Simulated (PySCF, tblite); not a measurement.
# C₃H₅FO₂: deprotonation, part 3 of 3

tblite 0.8.0 and PySCF 2.14.0. Atoms count from 0. Earlier steps stand in the parts before.

## Step 20: Relaxing the molecule with GFN2-xTB

This step treats C₃H₄FO₂−, `F[C@@H]1CO[CH-]O1`.

The job: settings as JSON, then the geometry in Å.

```
{"job": {"kind": "relax", "xc": "GFN2-xTB", "basis": "xTB"}, "charge": -1, "multiplicity": 1}
F     -0.546300    -1.790400    -0.768200
C     -0.894000    -0.551100    -0.197400
C     -0.110900     0.566500    -0.917900
O      0.741000     1.144800     0.038600
C      0.865300     0.135800     1.061300
O     -0.425900    -0.491200     1.122600
H     -1.990500    -0.480300    -0.175200
H      0.438800     0.130300    -1.769800
H     -0.790700     1.364600    -1.300600
H      1.637200    -0.623800     0.787600
```

Output:

```text
step      E/eV     max force
  0    -583.99499    2.937
  1    -584.20700    1.433
  2    -584.26556    0.805
  3    -584.27911    0.372
  4    -584.29264    0.303
  5    -584.29816    0.242
  6    -584.30189    0.138
  7    -584.30363    0.124
  8    -584.30548    0.150
  9    -584.30739    0.147
 10    -584.30967    0.162
 11    -584.31212    0.183
 12    -584.31464    0.176
 13    -584.31692    0.175
 14    -584.31902    0.183
 15    -584.32123    0.179
 16    -584.32361    0.158
 17    -584.32564    0.159
 18    -584.32700    0.107
 19    -584.32785    0.092
 20    -584.32859    0.084
 21    -584.32936    0.098
 22    -584.33010    0.094
 23    -584.33079    0.085
 24    -584.33142    0.071
 25    -584.33199    0.073
 26    -584.33251    0.057
 27    -584.33306    0.064
 28    -584.33368    0.075
 29    -584.33429    0.074
 30    -584.33473    0.059
 31    -584.33500    0.043
 32    -584.33519    0.038
 33    -584.33540    0.045
 34    -584.33560    0.037
 35    -584.33576    0.030
 36    -584.33586    0.025
 37    -584.33590    0.019
 38    -584.33592    0.011
 39    -584.33592    0.005
```

Wall time 0.22 s (1 thread of Arm Neoverse N1, shared host).

Step by step: (not every step is listed)

| step | energy from step 0 (eV) | largest force (eV/Å) |
| --- | --- | --- |
| 0 | 0.0000 | 2.9373 |
| 1 | -0.2120 | 1.4333 |
| 2 | -0.2706 | 0.8049 |
| 3 | -0.2841 | 0.3721 |
| 4 | -0.2976 | 0.3031 |
| 5 | -0.3032 | 0.2417 |
| 6 | -0.3069 | 0.1375 |
| 7 | -0.3086 | 0.1237 |
| 8 | -0.3105 | 0.1497 |
| 10 | -0.3147 | 0.1624 |
| 12 | -0.3197 | 0.1764 |
| 14 | -0.3240 | 0.1834 |
| 16 | -0.3286 | 0.1584 |
| 18 | -0.3320 | 0.1066 |
| 20 | -0.3336 | 0.0839 |
| 22 | -0.3351 | 0.0943 |
| 24 | -0.3364 | 0.0708 |
| 26 | -0.3375 | 0.0566 |
| 28 | -0.3387 | 0.0750 |
| 30 | -0.3397 | 0.0589 |
| 32 | -0.3402 | 0.0385 |
| 34 | -0.3406 | 0.0372 |
| 35 | -0.3408 | 0.0301 |
| 36 | -0.3409 | 0.0252 |
| 37 | -0.3409 | 0.0189 |
| 38 | -0.3409 | 0.0109 |
| 39 | -0.3409 | 0.0054 |

Distances of close pairs at the start and the end, largest changes first:

| bond | before (Å) | after (Å) | change (Å) |
| --- | --- | --- | --- |
| C1–O5 | 1.402 | 1.323 | -0.079 |
| C4–O5 | 1.437 | 1.514 | +0.077 |
| F0–C1 | 1.408 | 1.445 | +0.037 |
| C4–H9 | 1.117 | 1.142 | +0.025 |
| C2–O3 | 1.405 | 1.380 | -0.025 |
| O3–C4 | 1.442 | 1.462 | +0.020 |
| C2–H8 | 1.116 | 1.099 | -0.017 |
| C1–H6 | 1.099 | 1.106 | +0.007 |

The next job starts from the end point, and lists it.

## Step 21: Infrared spectrum with GFN2-xTB

The job: settings as JSON, then the geometry in Å.

```
{"job": {"kind": "ir", "xc": "GFN2-xTB", "basis": "xTB"}, "charge": -1, "multiplicity": 1}
F     -0.709416    -1.782780    -0.851027
C     -0.873411    -0.542453    -0.127699
C     -0.093246     0.559727    -0.883945
O      0.604551     1.201855     0.118832
C      0.911498     0.181166     1.119207
O     -0.389976    -0.592389     1.102723
H     -1.971983    -0.413846    -0.152123
H      0.575034     0.065185    -1.617008
H     -0.755272     1.259808    -1.411796
H      1.626360    -0.531223     0.583901
```

Output:

```text
mode    cm-1     km/mol
  1     127.2      8.63
  2     309.4      5.18
  3     387.2      6.15
  4     481.3     23.86
  5     633.9     62.09
  6     685.9     28.55
  7     730.4    105.28
  8     794.1    129.24
  9     893.4     39.64
 10     938.4     62.23
 11    1032.2     26.05
 12    1062.1     13.79
 13    1147.9    135.67
 14    1180.6      2.15
 15    1239.8     45.22
 16    1260.9     44.35
 17    1282.5     11.86
 18    1293.9     31.97
 19    1328.5     30.84
 20    1469.6     13.91
 21    2402.1    490.43
 22    2756.6    129.47
 23    2794.8    210.07
 24    2874.3    179.40
ZPE 174.098  H(298)-E 190.219  G(298)-E 98.799 kJ/mol  S 306.62 J/(mol K)
```

It took 0.37 s on 1 thread of Arm Neoverse N1, shared host.

The strongest bands and the atoms that carry them (share of the mass-weighted mode):

| cm⁻¹ | km/mol | atoms |
| --- | --- | --- |
| 730 | 105.3 | C4 50 %, O5 22 %, O3 13 % |
| 794 | 129.2 | C1 44 %, C2 23 %, F0 11 % |
| 938 | 62.2 | C1 30 %, C2 28 %, H8 14 %, C4 11 % |
| 1148 | 135.7 | O5 33 %, C1 30 %, H6 24 % |
| 2402 | 490.4 | H9 93 % |
| 2757 | 129.5 | H7 89 % |
| 2795 | 210.1 | H6 92 % |
| 2874 | 179.4 | H8 91 % |

## Step 22: Optimising the geometry at BP86-D3(BJ)/def2-SVP

This step treats C₃H₄FO₂−, `F[C@@H]1CO[CH-]O1`.

The job, as its differences from that of step 21:

```diff
@@ -1,2 +1,2 @@
-{"job": {"kind": "ir", "xc": "GFN2-xTB", "basis": "xTB"}, "charge": -1, "multiplicity": 1}
+{"job": {"xc": "BP86", "basis": "def2-SVP", "d3": "d3bj", "grid": 1, "kind": "geom"}, "charge": -1, "multiplicity": 1}
 F     -0.709416    -1.782780    -0.851027
```

Output:

```text
step   0  E = -366.66869179  max force = 0.019918
step   1  E = -366.67205991  max force = 0.003870
step   2  E = -366.67216607  max force = 0.001155
step   3  E = -366.67217261  max force = 0.000266
optimisation converged
```

Wall time 29 s (1 thread of Arm Neoverse N1, shared host).

Relaxation path:

| step | energy from step 0 (eV) | largest force component (eV/Å) |
| --- | --- | --- |
| 0 | 0.0000 | 1.0242 |
| 1 | -0.0917 | 0.1990 |
| 2 | -0.0945 | 0.0594 |
| 3 | -0.0947 | 0.0137 |

Distances of close pairs at the start and the end, largest changes first:

| bond | before (Å) | after (Å) | change (Å) |
| --- | --- | --- | --- |
| C4–O5 | 1.514 | 1.569 | +0.055 |
| C2–H8 | 1.099 | 1.120 | +0.021 |
| C1–O5 | 1.323 | 1.344 | +0.021 |
| C2–O3 | 1.380 | 1.400 | +0.020 |
| C2–H7 | 1.108 | 1.128 | +0.020 |
| C1–H6 | 1.106 | 1.123 | +0.016 |
| C1–C2 | 1.548 | 1.560 | +0.013 |
| F0–C1 | 1.445 | 1.456 | +0.010 |

The final coordinates are the input of the step that follows.

| at the end point | value |
| --- | --- |
| point group (found at 0.08 Å tolerance) | C1 |
| rotational constants (GHz, main isotopes) | 6.894, 3.409, 2.698 |

## Step 23: Single point (C3H4FO2−, F[C@@H]1CO[CH-]O1): wB97X-D3(BJ)/ma-def2-SVP

Geometry: BP86-D3(BJ)/def2-SVP.

The job: settings as JSON, then the geometry in Å.

```
{"job": {"kind": "sp", "xc": "wB97X", "basis": "ma-def2-SVP", "d3": "d3bj", "grid": 2}, "charge": -1, "multiplicity": 1}
F     -0.689900    -1.779386    -0.882661
C     -0.891191    -0.545371    -0.137313
C     -0.085806     0.579184    -0.859582
O      0.620964     1.215733     0.168042
C      0.956095     0.175711     1.146865
O     -0.413869    -0.588411     1.118685
H     -2.007391    -0.426217    -0.162832
H      0.582217     0.051837    -1.600481
H     -0.742333     1.298314    -1.413208
H      1.585226    -0.562468     0.524947
```

Output:

```text
coarse grid: 9000 points
cycle   1  E = -366.5318858653  dE =  7.163e-01  |g| = 9.231e-01  |ddm| = 3.334e+00
cycle   2  E = -366.5148356853  dE =  1.705e-02  |g| = 1.050e+00  |ddm| = 2.016e+00
cycle   3  E = -366.7064118356  dE = -1.916e-01  |g| = 4.877e-02  |ddm| = 9.466e-01
cycle   4  E = -366.7072750878  dE = -8.633e-04  |g| = 2.747e-02  |ddm| = 1.202e-01
cycle   5  E = -366.7074837798  dE = -2.087e-04  |g| = 1.369e-02  |ddm| = 5.365e-02
cycle   6  E = -366.7075465566  dE = -6.278e-05  |g| = 3.296e-03  |ddm| = 3.197e-02
cycle   7  E = -366.7075554816  dE = -8.925e-06  |g| = 1.624e-03  |ddm| = 1.893e-02
final grid: 89136 points
cycle   8  E = -366.7783660550  dE = -2.391e-05  |g| = 8.730e-03  |ddm| = 2.891e-02
cycle   9  E = -366.7783620345  dE =  4.021e-06  |g| = 1.029e-02  |ddm| = 1.380e-02
cycle  10  E = -366.7783804205  dE = -1.839e-05  |g| = 3.797e-04  |ddm| = 7.809e-03
cycle  11  E = -366.7783805001  dE = -7.963e-08  |g| = 2.739e-04  |ddm| = 1.986e-03
cycle  12  E = -366.7783805315  dE = -3.141e-08  |g| = 8.316e-05  |ddm| = 1.136e-03
cycle  13  E = -366.7783805377  dE = -6.135e-09  |g| = 4.293e-05  |ddm| = 6.845e-04
converged SCF energy = -366.7783805377
```

Wall time 8.7 s (1 thread of Arm Neoverse N1, shared host); peak memory 0.57 GiB.

## Step 24: Single point (C₃H₄FO₂−, F[C@@H]1CO[CH-]O1): wB97X-D3(BJ)/ma-def2-SVP in water

Geometry: BP86-D3(BJ)/def2-SVP.

The job, as its differences from that of step 23:

```diff
@@ -1,2 +1,2 @@
-{"job": {"kind": "sp", "xc": "wB97X", "basis": "ma-def2-SVP", "d3": "d3bj", "grid": 2}, "charge": -1, "multiplicity": 1}
+{"job": {"kind": "sp", "xc": "wB97X", "basis": "ma-def2-SVP", "d3": "d3bj", "grid": 2, "solvent": "water"}, "charge": -1, "multiplicity": 1}
 F     -0.689900    -1.779386    -0.882661
```

Output:

```text
final grid: 89136 points
cycle   1  E = -366.8809427416  dE = -4.228e-03  |g| = 3.996e-02  |ddm| = 5.754e-01
cycle   2  E = -366.8814263086  dE = -4.836e-04  |g| = 3.096e-02  |ddm| = 1.786e-01
cycle   3  E = -366.8816512340  dE = -2.249e-04  |g| = 7.362e-03  |ddm| = 5.049e-02
cycle   4  E = -366.8816861847  dE = -3.495e-05  |g| = 4.523e-03  |ddm| = 4.730e-02
cycle   5  E = -366.8816941340  dE = -7.949e-06  |g| = 8.817e-04  |ddm| = 1.684e-02
cycle   6  E = -366.8816948103  dE = -6.764e-07  |g| = 4.512e-04  |ddm| = 4.628e-03
cycle   7  E = -366.8816949312  dE = -1.208e-07  |g| = 1.669e-04  |ddm| = 1.840e-03
cycle   8  E = -366.8816949545  dE = -2.334e-08  |g| = 6.073e-05  |ddm| = 1.056e-03
cycle   9  E = -366.8816949568  dE = -2.261e-09  |g| = 1.779e-05  |ddm| = 3.031e-04
converged SCF energy = -366.8816949568
```

It took 9.6 s on 1 thread of Arm Neoverse N1, shared host; peak memory 0.6 GiB.

## Step 25: Single point (C3H4FO2−, F[C@@H]1CO[CH-]O1): wB97X-D3(BJ)/ma-def2-SVP in 1,4-dioxane

Geometry: BP86-D3(BJ)/def2-SVP.

The job, as its differences from that of step 24:

```diff
@@ -1,2 +1,2 @@
-{"job": {"kind": "sp", "xc": "wB97X", "basis": "ma-def2-SVP", "d3": "d3bj", "grid": 2, "solvent": "water"}, "charge": -1, "multiplicity": 1}
+{"job": {"kind": "sp", "xc": "wB97X", "basis": "ma-def2-SVP", "d3": "d3bj", "grid": 2, "solvent": "1,4-dioxane"}, "charge": -1, "multiplicity": 1}
 F     -0.689900    -1.779386    -0.882661
```

Output:

```text
final grid: 89136 points
cycle   1  E = -366.8323784506  dE = -8.843e-04  |g| = 2.022e-02  |ddm| = 3.150e-01
cycle   2  E = -366.8324471409  dE = -6.869e-05  |g| = 1.713e-02  |ddm| = 8.320e-02
cycle   3  E = -366.8325107919  dE = -6.365e-05  |g| = 2.854e-03  |ddm| = 2.669e-02
cycle   4  E = -366.8325141427  dE = -3.351e-06  |g| = 1.702e-03  |ddm| = 1.715e-02
cycle   5  E = -366.8325152592  dE = -1.116e-06  |g| = 3.328e-04  |ddm| = 8.997e-03
cycle   6  E = -366.8325153435  dE = -8.433e-08  |g| = 1.777e-04  |ddm| = 2.392e-03
cycle   7  E = -366.8325153611  dE = -1.754e-08  |g| = 6.387e-05  |ddm| = 9.110e-04
cycle   8  E = -366.8325153649  dE = -3.801e-09  |g| = 2.616e-05  |ddm| = 5.805e-04
converged SCF energy = -366.8325153649
```

It took 8.9 s on 1 thread of Arm Neoverse N1, shared host; peak memory 0.6 GiB.

## Step 26: Deprotonation: wB97X-D3(BJ)/ma-def2-SVP

This step combines the energies above: geometries from BP86-D3(BJ)/def2-SVP, zero-point and thermal terms from GFN2-xTB.

The job: settings as JSON, then the geometry in Å.

```
{"job": {"kind": "ac", "geom": {"xc": "BP86", "basis": "def2-SVP", "d3": "d3bj", "grid": 1}, "level": {"xc": "wB97X", "basis": "ma-def2-SVP", "d3": "d3bj", "solvents": ["water", "1,4-dioxane"]}}, "charge": 0, "multiplicity": 1}
F     -0.562506    -1.784331    -0.762960
C     -0.883315    -0.559787    -0.174338
C     -0.128305     0.574118    -0.921074
O      0.743526     1.130220     0.059197
C      0.868520     0.139607     1.049970
O     -0.414904    -0.489498     1.131352
H     -1.990905    -0.486154    -0.164188
H      0.427388     0.121265    -1.774800
H     -0.799677     1.371451    -1.299367
H      1.101283     0.610367     2.025869
H      1.646553    -0.621149     0.782330
```

Output (the driver's rows laid out field by field):

```text
deprotonation site by site, wB97X-D3(BJ)/ma-def2-SVP // BP86-D3(BJ)/def2-SVP

row 1
  formula                 C3H4FO2
  charge                  -1
  multiplicity            1
  smiles                  F[C-]1COCO1
  kept                    yes
  pieces                  1
  point_group             C1
  atom                    1
  element                 C
  electronic              1676.95
  enthalpy                1644.47
  free_energy             1611.22
  solution                water 1370.52, 1,4-dioxane 1481.38
  share_gas               0.2958
  share_solution          water 0.4073, 1,4-dioxane 0.496

row 2
  formula                 C3H4FO2
  charge                  -1
  multiplicity            1
  smiles                  F[C@@H]1[CH-]OCO1
  kept                    yes
  pieces                  1
  point_group             C1
  atom                    2
  element                 C
  electronic              1676.29
  enthalpy                1641.64
  free_energy             1609.07
  solution                water 1369.59, 1,4-dioxane 1481.34
  share_gas               0.7042
  share_solution          water 0.5927, 1,4-dioxane 0.504

row 3
  formula                 C3H4FO2
  charge                  -1
  multiplicity            1
  smiles                  F[C@@H]1CO[CH-]O1
  kept                    yes
  pieces                  1
  point_group             C1
  atom                    4
  element                 C
  electronic              1706.83
  enthalpy                1672.48
  free_energy             1640.27
  solution                water 1396.44, 1,4-dioxane 1510.21
  share_gas               2.408e-06
  share_solution          water 1.172e-05, 1,4-dioxane 4.412e-06
```

Wall time 4.2 min (1 thread of Arm Neoverse N1, shared host); peak memory 0.59 GiB.

Energy needed to remove a proton (kJ/mol, gas phase, 298 K for the thermal columns):

| site | product | electronic | enthalpy | free energy |
| --- | --- | --- | --- | --- |
| C1 | F[C-]1COCO1 | 1677.0 | 1644.5 | 1611.2 |
| C2 | F[C@@H]1[CH-]OCO1 | 1676.3 | 1641.6 | 1609.1 |
| C4 | F[C@@H]1CO[CH-]O1 | 1706.8 | 1672.5 | 1640.3 |

Free energies in a continuum (kJ/mol, same sign; the bare proton is left unsolvated, so these are no solution acidities or basicities): 1,4-dioxane: C1 1481.4, C2 1481.3, C4 1510.2; water: C1 1370.5, C2 1369.6, C4 1396.4.

## Step 27: Results

The summary covers parts 1 to 3.

```
                                          quantity                 value
         strongest single infrared mode (GFN2-xTB)  943 cm⁻¹, 136 km/mol
                      zero-point energy (GFN2-xTB)         51.3 kcal/mol
                                       point group                    C1
              rotational constants (main isotopes)  6.54, 3.57, 2.78 GHz
ΔH of deprotonation, C1 (wB97X-D3(BJ)/ma-def2-SVP)         1644.5 kJ/mol
ΔH of deprotonation, C2 (wB97X-D3(BJ)/ma-def2-SVP)         1641.6 kJ/mol
ΔH of deprotonation, C4 (wB97X-D3(BJ)/ma-def2-SVP)         1672.5 kJ/mol
```

What this shows: All 27 modes are real, so the xTB geometry is a minimum. The strongest single mode, at 943 cm⁻¹, has its largest shares on C4, O5 and H9 (the list is cut at 3 atoms). GFN2-xTB is a fitted tight-binding method: band positions and strengths are rough. Its intensities can rank the bands wrongly. Over 3 steps the energy fell by 0.055 eV; of the close pairs, C4–O5 changed most, 1.412 to 1.432 Å (BP86/def2-SVP). At wB97X-D3(BJ)/ma-def2-SVP the ΔH of deprotonation runs from 1641.6 kJ/mol (C2) to 1672.5 kJ/mol (C4).
